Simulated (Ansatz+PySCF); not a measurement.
doublet C6H5: levels of theory in one basis

```
atom    x (Å)    y (Å)    z (Å)
   C   1.3623   0.0121   0.0339
   C   0.7390   1.2517  -0.0288
   C  -0.6509   1.2490  -0.0283
   C  -1.3186  -0.0144  -0.0478
   C  -0.6646  -1.2442   0.0199
   C   0.7588  -1.2731  -0.0114
   H   1.3187   2.1185  -0.0001
   H  -1.1559   2.1569  -0.0428
   H  -2.4358   0.0267  -0.0367
   H  -1.1827  -2.1724  -0.0478
   H   1.3234  -2.2108  -0.0255
```

Basis set: def2-SVP (spherical functions). Frozen core: 6 orbitals. Correlation on ROHF uses semicanonical orbitals with singles. Charge 0, multiplicity 2.

Computed with Ansatz (development build ahead of 0.2.0); each method stands on the lowest determinant of its kind that the runs found. NEVPT2 correlates all electrons. Active spaces start from the frontier orbitals, and the lowest solution found is given.

| method | E − E(ROHF) (eV) | <S²> of the determinant |
| --- | --- | --- |
| ROHF | 0.00 | 0.75 |
| UHF | -0.46 | 1.48 |
| ROHF-MP2 | -20.50 | – |
| CASSCF(7,7) | -2.12 | – |
| SC-NEVPT2(7,7) | -21.06 | – |

Q: What does UHF-MP2 give on the same scale?

A: -19.38 eV.

Q: Is a single determinant a sound starting point here?

A: It is doubtful. Unrestricted orbitals lower Hartree–Fock by 0.46 eV and <S²> is 1.48 where a pure state has 0.75, a sign of strong static correlation. The CASSCF(7,7) natural occupations are 1.96, 1.90, 1.88, 1.00, 0.12, 0.11, 0.04.

Caution for UHF, UHF-MP2: the unrestricted determinant is spin contaminated.
